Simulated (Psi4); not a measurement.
# One shape, several levels: doublet [SiH2]+

Wanted: a comparison of 6 runs (UBLYP/aug-cc-pVTZ, UPBE/aug-cc-pVTZ, USVWN5/aug-cc-pVTZ, UMP2/aug-cc-pVTZ, UCCSD/aug-cc-pVTZ, UCCSD(T)/aug-cc-pVTZ) of doublet [SiH2]+. 

Program for the calculation: Psi4 1.11.

1 further run of the same task is left out (set aside as unsound or not needed).

### 1 Starting point

[SiH2]+ has 3 atoms, charge +1, and is taken as a doublet. SMILES of the parent species: `[SiH2]`. The shape is that of a PBE0-D4/def2-TZVP optimisation. That shape belongs to the parent species and isn't relaxed for this state.

Bond lengths: Si1–H2 1.525 Å, Si1–H3 1.525 Å. Angles: H2–Si1–H3 91.2°.

### 2 Energy and gradient at UBLYP/aug-cc-pVTZ (run 1)

The input, h2si.xyz:

```xyz
3
H2Si
Si    -0.491200     0.468600    -0.213600
H      0.840300     0.578600     0.522500
H     -0.349100    -1.047200    -0.308900
```

The input, calc.py:

```python
import psi4

psi4.set_memory('2200 MB')
psi4.set_num_threads(1)
psi4.core.set_output_file('run.log', False)

with open('h2si.xyz') as f:
    atoms = ''.join(f.readlines()[2:])
molecule = psi4.geometry('1 2\n' + atoms + 'symmetry c1')

psi4.set_options({
    'basis': 'aug-cc-pVTZ',
    'reference': 'uks',
    'puream': True,
    'e_convergence': 1e-09,
    'd_convergence': 1e-08,
    'scf_type': 'pk',
    'dft_radial_points': 99,
    'dft_spherical_points': 590,
    'maxiter': 100,
})

energy_value, wavefunction = psi4.gradient('BLYP', return_wfn=True)
psi4.oeprop(wavefunction, 'MAYER_INDICES', 'MULLIKEN_CHARGES', 'DIPOLE', title='BLYP')
print('gradient / Eh bohr^-1')
print(energy_value.np.round(6))
print(f'energy = {wavefunction.energy():.10f} Eh')
```

On the command line:

```bash
$ python calc.py
```

run.log:

```text
[...]
  Running in c1 symmetry.
[...]
  Nuclear repulsion =    9.956246036569164
[...]
  Multiplicity = 2
[...]
  Nalpha       = 8
  Nbeta        = 7
[...]
    Number of basis functions: 96
[...]
   @UKS iter   1:  -290.24230722643921    2.32245e-02   2.50245e-03 DIIS/ADIIS
[...]
   @UKS iter  11:  -290.27541992946982   -8.52651e-13   4.73517e-10 DIIS
[...]
   @S^2 Observed:                7.523607285E-01
[...]
  @UKS Final Energy:  -290.27541992946982
   => Energetics <=
    Nuclear Repulsion Energy =              9.9562460365691638
    One-Electron Energy =                -416.5178061722308485
    Two-Electron Energy =                 137.5780232158452066
    DFT Exchange-Correlation Energy =     -21.2918830096533007
    Empirical Dispersion Energy =           0.0000000000000000
    VV10 Nonlocal Energy =                  0.0000000000000000
    Total Energy =                       -290.2754199294698196
[...]
  -Total Gradient:
     Atom            X                  Y                   Z
    ------   -----------------  -----------------  -----------------
       1       -0.026615278805     0.023498073240     0.000000000000
       2        0.003508714009    -0.022847488115     0.000000000000
       3        0.023106372328    -0.000650414409    -0.000000000000
[...]
  Mulliken Charges: (a.u.)
   Center  Symbol    Alpha    Beta     Spin     Total
       1    SI     6.81412  6.13661  0.67751  1.04927
       2     H     0.59294  0.43170  0.16124 -0.02463
       3     H     0.59294  0.43169  0.16125 -0.02464
   Total alpha =  8.00000, Total beta =  7.00000, Total charge =  1.00000
  Mayer Bond Indices:
  Total Bond Index:
  Irrep: 1 Size: 3 x 3
[...]
```

Standard output:

```text
gradient / Eh bohr^-1
[[-0.026615  0.023498  0.      ]
 [ 0.003509 -0.022847  0.      ]
 [ 0.023106 -0.00065  -0.      ]]
energy = -290.2754199295 Eh
```

Run time: 17 s. Hardware: 1 thread of Intel Xeon 6975P-C (Granite Rapids), shared host; peak memory 1 GiB.

### 3 Energy and gradient at UPBE/aug-cc-pVTZ (run 2)

The input, run.py:

```python
import psi4

psi4.set_memory('2200 MB')
psi4.set_num_threads(1)
psi4.core.set_output_file('psi4.out', False)

m = psi4.geometry("""
1 2
Si    -0.491200     0.468600    -0.213600
H      0.840300     0.578600     0.522500
H     -0.349100    -1.047200    -0.308900
symmetry c1
""")

options = {'reference': 'uks', 'puream': True, 'e_convergence': 1e-09, 'd_convergence': 1e-08, 'scf_type': 'pk', 'dft_radial_points': 99, 'dft_spherical_points': 590, 'maxiter': 100}
psi4.set_options(options)

E = psi4.gradient('pbe/aug-cc-pVTZ', molecule=m)
print('gradient / Eh bohr^-1')
print(E.np.round(6))
for k, v in sorted(psi4.core.scalar_variables().items()):
    print(f'{k:45s} {v:18.10f}')
```

On the command line:

```bash
$ python run.py
```

psi4.out:

```text
[...]
  Running in c1 symmetry.
[...]
  Nuclear repulsion =    9.956246036569164
[...]
  Multiplicity = 2
[...]
  Nalpha       = 8
  Nbeta        = 7
[...]
    Number of basis functions: 96
[...]
   @UKS iter   1:  -290.08781361159214    2.97193e-02   2.40305e-03 ADIIS/DIIS
[...]
   @UKS iter  10:  -290.11721465879327   -7.95808e-13   8.23566e-09 DIIS
[...]
   @S^2 Observed:                7.523013205E-01
[...]
  @UKS Final Energy:  -290.11721465879327
   => Energetics <=
    Nuclear Repulsion Energy =              9.9562460365691638
    One-Electron Energy =                -416.5254873556335724
    Two-Electron Energy =                 137.5826343203868305
    DFT Exchange-Correlation Energy =     -21.1306076601156576
    Empirical Dispersion Energy =           0.0000000000000000
    VV10 Nonlocal Energy =                  0.0000000000000000
    Total Energy =                       -290.1172146587932730
[...]
  -Total Gradient:
     Atom            X                  Y                   Z
    ------   -----------------  -----------------  -----------------
       1       -0.025462794523     0.022481199933    -0.000000000000
       2        0.002677964084    -0.022627231846     0.000000000000
       3        0.022784616332     0.000146221758    -0.000000000000
[...]
```

The script printed:

```text
gradient / Eh bohr^-1
[[-0.025463  0.022481 -0.      ]
 [ 0.002678 -0.022627  0.      ]
 [ 0.022785  0.000146 -0.      ]]
CURRENT ENERGY                                   -290.1172146588
CURRENT REFERENCE ENERGY                         -290.1172146588
DD SOLVATION ENERGY                                 0.0000000000
DFT FUNCTIONAL TOTAL ENERGY                      -290.1172146588
DFT TOTAL ENERGY                                 -290.1172146588
DFT VV10 ENERGY                                     0.0000000000
DFT XC ENERGY                                     -21.1306076601
GRID ELECTRONS ALPHA                                8.0000000867
GRID ELECTRONS BETA                                 7.0000000643
GRID ELECTRONS TOTAL                               15.0000001510
NUCLEAR REPULSION ENERGY                            9.9562460366
ONE-ELECTRON ENERGY                              -416.5254873556
PCM POLARIZATION ENERGY                             0.0000000000
PE ENERGY                                           0.0000000000
SCF ITERATION ENERGY                             -290.1172146588
SCF ITERATIONS                                     10.0000000000
SCF TOTAL ENERGY                                 -290.1172146588
TWO-ELECTRON ENERGY                               137.5826343204
XC GRID RADIAL POINTS                              99.0000000000
XC GRID SPHERICAL POINTS                          590.0000000000
XC GRID TOTAL POINTS                           171163.0000000000
```

It took 15 s on 1 thread of Intel Xeon 6975P-C (Granite Rapids), shared host; peak memory 1 GiB.

### 4 Energy and gradient at USVWN5/aug-cc-pVTZ (run 3)

The input, input.inp:

```
memory 2200 MB

molecule mol {
  1 2
  Si
  H 1 1.525397
  H 1 1.525426 2 91.17418
  symmetry c1
}

set {
  basis aug-cc-pVTZ
  reference uks
  puream true
  e_convergence 1e-09
  d_convergence 1e-08
  scf_type pk
  dft_radial_points 99
  dft_spherical_points 590
  maxiter 100
}

E, wfn = gradient("scf", dft_functional={"name": "SVWN5", "x_functionals": {"LDA_X": {}}, "c_functionals": {"LDA_C_VWN": {}}}, return_wfn=True)
print_variables()
```

On the command line:

```bash
$ psi4 -n 1 input.inp input.out
```

input.out:

```text
[...]
  Running in c1 symmetry.
[...]
  Nuclear repulsion =    9.956245088352896
[...]
  Multiplicity = 2
[...]
  Nalpha       = 8
  Nbeta        = 7
[...]
    Number of basis functions: 96
[...]
   @UKS iter   1:  -289.05599673826174    4.67407e-02   2.34596e-03 DIIS/ADIIS
[...]
   @UKS iter   9:  -289.08316849221364   -1.69393e-11   9.47600e-09 DIIS
[...]
   @S^2 Observed:                7.510534648E-01
[...]
  @UKS Final Energy:  -289.08316849221364
   => Energetics <=
    Nuclear Repulsion Energy =              9.9562450883528957
    One-Electron Energy =                -416.4670470813745169
    Two-Electron Energy =                 137.4967842226000982
    DFT Exchange-Correlation Energy =     -20.0691507217921092
    Empirical Dispersion Energy =           0.0000000000000000
    VV10 Nonlocal Energy =                  0.0000000000000000
    Total Energy =                       -289.0831684922136446
[...]
  -Total Gradient:
     Atom            X                  Y                   Z
    ------   -----------------  -----------------  -----------------
       1        0.022315748844     0.021854483704     0.000000000000
       2       -0.022110244483     0.000255942870     0.000000000000
       3       -0.000205363025    -0.022110288959     0.000000000000
[...]
```

Run time: 13 s. Hardware: 1 thread of Intel Xeon 6975P-C (Granite Rapids), shared host; peak memory 0.68 GiB.

Runs 4 to 5 aren't shown in full; the table further down has their settings and results.

### 5 The energy at UCCSD(T)/aug-cc-pVTZ (run 6)

h2si.xyz is that of step 2.

The input, run_ase.py:

```python
import numpy as np
from ase.calculators.psi4 import Psi4
from ase.io import read

a = read('h2si.xyz')
calc = Psi4(atoms=a, method='ccsd(t)', basis='aug-cc-pVTZ', memory='2200MB', num_threads=1, charge=1, multiplicity=2, label='calc', reference='uhf')
calc.psi4.set_options({'puream': True, 'e_convergence': 1e-09, 'd_convergence': 1e-08, 'scf_type': 'pk', 'num_frozen_docc': 5, 'maxiter': 100})
a.calc = calc

print(f'energy: {a.get_potential_energy():.6f} eV')
```

On the command line:

```bash
$ python run_ase.py
```

calc.dat:

```text
[...]
  Running in c1 symmetry.
[...]
  Nuclear repulsion =    9.956246036569164
[...]
  Multiplicity = 2
[...]
  Nalpha       = 8
  Nbeta        = 7
[...]
    Number of basis functions: 96
[...]
   @UHF iter   1:  -289.68032167691132   -2.38785e-01   1.88000e-03 DIIS/ADIIS
[...]
   @UHF iter  11:  -289.72123286676617   -2.95017e-11   8.53324e-09 DIIS
[...]
   @S^2 Observed:                7.609245088E-01
[...]
  @UHF Final Energy:  -289.72123286676617
   => Energetics <=
    Nuclear Repulsion Energy =              9.9562460365691638
    One-Electron Energy =                -416.4634216047300015
    Two-Electron Energy =                 116.7859427013946458
    Total Energy =                       -289.7212328667661723
  UHF NO Occupations:
  HONO-2 :    6  A 1.9980788
  HONO-1 :    7  A 1.9964606
[...]
 Multipole Moments:
 ------------------------------------------------------------------------------------
     Multipole            Electronic (a.u.)      Nuclear  (a.u.)        Total (a.u.)
 ------------------------------------------------------------------------------------
 L = 1.  Multiply by 2.5417464519 to convert [e a0] to [Debye]
 Dipole X            :         -1.3949081            1.2875349           -0.1073733
 Dipole Y            :          1.3307320           -1.2282957            0.1024363
 Dipole Z            :         -0.6065802            0.5598889           -0.0466913
 Magnitude           :                                                    0.1555709
[...]
      * MP2 total energy                      = -289.799517596100316
[...]
      * CCSD total energy                     = -289.820857186005924
[...]
      * CCSD(T) total energy                     = -289.823198647280776
```

On the terminal:

```text
energy: -7886.490937 eV
```

Wall time 31 s (1 thread of Intel Xeon 6975P-C (Granite Rapids), shared host); peak memory 1.2 GiB.

### 6 All runs side by side

```tsv
run	level	properties	task	energy (Eh)	HOMO energy (eV)	LUMO energy (eV)	⟨S²⟩	wall time
1	UBLYP/aug-cc-pVTZ	(mayer, mulliken, dipole)	gradient	-290.275420	-14.47	-12.88	0.752	17 s
2	UPBE/aug-cc-pVTZ	–	gradient	-290.117215	-14.65	-12.81	0.752	15 s
3	USVWN5/aug-cc-pVTZ	–	gradient	-289.083168	-14.53	-13.11	0.751	13 s
4	UMP2/aug-cc-pVTZ	–	energy	-289.799518	-19.11	-7.72	0.761	7.5 s
5	UCCSD/aug-cc-pVTZ	–	energy	-289.820857	-19.11	-7.72	0.761	29 s
6	UCCSD(T)/aug-cc-pVTZ	–	energy	-289.823199	-19.11	-7.72	0.761	31 s
```

### 7 Results

| quantity | value |
| --- | --- |
| run 6: total energy | -289.82320 Eh |
| run 6: HOMO energy (Hartree–Fock orbitals) (highest over α and β) | -19.11 eV |
| run 6: LUMO energy (Hartree–Fock orbitals) (lowest over α and β) | -7.72 eV |
| run 6: correlation energy (5 core orbitals frozen) | -102.0 mEh |
| run 6: (T) correction | -2.34 mEh |
| run 6: ⟨S²⟩ of the reference determinant | 0.761 |
| run 6: T1 diagnostic | 0.025 |

What this shows: Totals of different functionals can't be ranked against each other. All runs together took 1.9 min, the longest 31 s.
